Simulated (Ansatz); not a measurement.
C₃H₄F₂ (`F/C=C\CF`). Total charge 0; spin multiplicity 1. All single points use the PBE0-D4/def2-TZVP geometry. It is one conformer, not always the lowest.

```xyz
9

F    -1.814   -0.976   -0.023
C    -0.524   -1.267    0.171
C     0.431   -0.359    0.089
C     0.212    1.077   -0.220
F     0.761    1.864    0.783
H    -0.370   -2.317    0.389
H     1.448   -0.693    0.259
H    -0.851    1.313   -0.294
H     0.708    1.358   -1.154
```

**Question.** What is the dipole moment at B3LYP/def2-TZVPP? (Best estimate.)

**Answer.** Ansatz gave: 1.90 D, with components (0.49, -1.51, -1.05) D in this frame, pointing from negative to positive charge.

**Question.** And with PBE, r2SCAN, ωB97M-V? (An estimate is asked.)

**Answer.** The calculation gave: PBE 1.77 D, r2SCAN 1.84 D, ωB97M-V 1.90 D.

**Question.** Give the Mulliken charges with B3LYP, PBE, ωB97M-V in def2-TZVPP. (An estimate is asked.)

**Answer.** Ansatz gave: 
```json
{"atom": "F1", "B3LYP": "-0.20", "PBE": "-0.16", "ωB97M-V": "-0.20"}
{"atom": "C2", "B3LYP": "0.12", "PBE": "0.09", "ωB97M-V": "0.11"}
{"atom": "C3", "B3LYP": "-0.18", "PBE": "-0.17", "ωB97M-V": "-0.17"}
{"atom": "C4", "B3LYP": "0.12", "PBE": "0.08", "ωB97M-V": "0.08"}
{"atom": "F5", "B3LYP": "-0.25", "PBE": "-0.21", "ωB97M-V": "-0.23"}
{"atom": "H6", "B3LYP": "0.11", "PBE": "0.10", "ωB97M-V": "0.11"}
{"atom": "H7", "B3LYP": "0.12", "PBE": "0.10", "ωB97M-V": "0.12"}
{"atom": "H8", "B3LYP": "0.09", "PBE": "0.08", "ωB97M-V": "0.09"}
{"atom": "H9", "B3LYP": "0.08", "PBE": "0.07", "ωB97M-V": "0.09"}
```

B3LYP here is the variant with VWN-RPA as its local correlation; programs differ in this.
